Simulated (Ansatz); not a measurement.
## Pulling the pair apart

The pair of NH₄⁺ (SMILES [NH4+], atoms 1–5) and H₂O (SMILES O, atoms 6–8), both closed shells, in one local arrangement (a lower one may exist), relaxed at PBE0-D4/def2-TZVP:

```xyz
8
angstrom
N 0.1551 0.1774 -1.1184
H -0.3385 -0.5334 -1.6587
H 1.1491 0.1316 -1.3435
H 0.0091 0.0108 -0.0739
H -0.2038 1.0959 -1.3795
O -0.2044 -0.2355 1.4833
H 0.0321 0.3651 2.1972
H -0.5986 -1.0118 1.8935
```

H₂O is shifted rigidly along the line between the mean atom positions of the two fragments (negative: closer). Counterpoise interaction energies in kcal/mol. Program: Ansatz 0.2.0. Basis: def2-TZVPPD. Cores are frozen in the correlated methods. B3LYP uses VWN-RPA correlation.

```csv
shift (Å),B3LYP-D4,PBE0-D4,PBE-D4
-0.16,-20.25,-21.18,-20.88
-0.08,-21.59,-22.31,-22.11
0.00,-22.12,-22.65,-22.53
0.08,-22.08,-22.46,-22.40
0.19,-21.40,-21.63,-21.63
0.40,-19.21,-19.27,-19.32
0.80,-14.54,-14.55,-14.58
1.59,-8.48,-8.54,-8.45
```

Q: What does CCSD(T) give at these shifts? (An estimate is asked for; the value comes from the calculation.)

A: The calculation gives: -18.41, -19.89, -20.55, -20.63, -20.13, -18.20, -13.95, -8.30 kcal/mol. For zero shift, CCSD(T) at an estimated basis limit (MP2 extrapolated from triple and quadruple zeta, plus CCSD(T) − MP2 in triple zeta) gives -21.28 kcal/mol. These are counterpoise interaction energies, counted from the two frozen fragments.

T1 diagnostic: at most 0.008.

For scale, one of the runs: CCSD(T)/def2-TZVPPD, 179 basis functions (an equivalent command: `ansatz run in.yaml --threads 2`). The run took 10 s on 2 CPU threads (shared host), with 1.9 GiB of host memory at its peak.
